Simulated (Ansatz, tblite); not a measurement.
# BiH2Cl: charged states by level of theory

The task here is to estimate one member of a computed series from the others.

Computed with Ansatz 0.2.0, Gaussian basis. Level: as each input shows.

The runs, in order: charge +1 doublet, at the geometry of the singlet (PBE0-D4/def2-TZVP, PBE-D4/def2-TZVP, r2SCAN-D4/def2-TZVP, CCSD(T)/def2-TZVPP); the starting singlet's energies come from earlier runs.

### The relaxed structure

The geometry is that of the singlet, from an earlier relaxation (PBE0-D4/def2-TZVP).

4 atoms, charge 0, spin multiplicity 1.

Atoms are counted from 1 here; the program's logs count them from 0.

Bond lengths: Bi1–H2 1.792 Å, Bi1–H3 1.792 Å, Bi1–Cl4 2.448 Å. Angles: H2–Bi1–H3 89.6°, H2–Bi1–Cl4 93.8°, H3–Bi1–Cl4 93.8°.

Coordinates:

```mol
BiClH2
  3D, bonds by distance, orders not assigned

  4  3  0  0  0  0  0  0  0  0999 V2000
    0.0607    0.1173    0.8295 Bi  0  0
    1.5499    0.1259   -0.1669 H   0  0
   -0.6149    1.4251   -0.1922 H   0  0
   -0.9958   -1.6682   -0.4704 Cl  0  0
  1  2  8  0
  1  3  8  0
  1  4  8  0
M  END
```

Bi takes a core potential in the def2 sets. No spin-orbit coupling is included.

Set-up of the first run:

in.yaml

```yaml
crystal:
  periodic: [false, false, false]
  atoms:
    - {symbol: Bi, position_ang: [0.060693, 0.117274, 0.829504]}
    - {symbol: H, position_ang: [1.549940, 0.125856, -0.166895]}
    - {symbol: H, position_ang: [-0.614857, 1.425091, -0.192224]}
    - {symbol: Cl, position_ang: [-0.995776, -1.668221, -0.470385]}
basis:
  gaussian: {orbitals: def2-TZVP}
total_charge: 1
magnetization: {spin_polarized: true, initial_magnetization: 1}
hamiltonian: {xc: pbe0, dispersion: d4}
output: {orbitals: {seedname: orbitals}}
```

Started as:

```bash
$ ansatz run in.yaml --threads 4 --pin off --events-out ev --progress --plain --max-ram 3916MiB
```

Among the steps run: Charge +1 doublet at the fixed geometry, PBE0-D4/def2-TZVP; Charge +1 doublet at the fixed geometry, PBE-D4/def2-TZVP; Charge +1 doublet at the fixed geometry, r2SCAN-D4/def2-TZVP; Charge +1 doublet at the fixed geometry, CCSD(T)/def2-TZVPP.

One of the session's tables, all rows but one given; the rest of the session is left out.

It belongs to the step «Vertical ionisation energy». 

```
             method  vertical ionisation energy (eV)
      HF/def2-TZVPP                             9.57
   PBE-D4/def2-TZVP                             9.73
r2SCAN-D4/def2-TZVP                                ?
  PBE0-D4/def2-TZVP                             9.98
     MP2/def2-TZVPP                            10.30
    CCSD/def2-TZVPP                            10.14
 CCSD(T)/def2-TZVPP                            10.08
```

Q: Estimate the row for r2SCAN-D4/def2-TZVP from the others.

**Answer.** vertical ionisation energy (eV): 9.89. In the column «vertical ionisation energy (eV)» it lies between PBE-D4/def2-TZVP (9.73) and PBE0-D4/def2-TZVP (9.98).
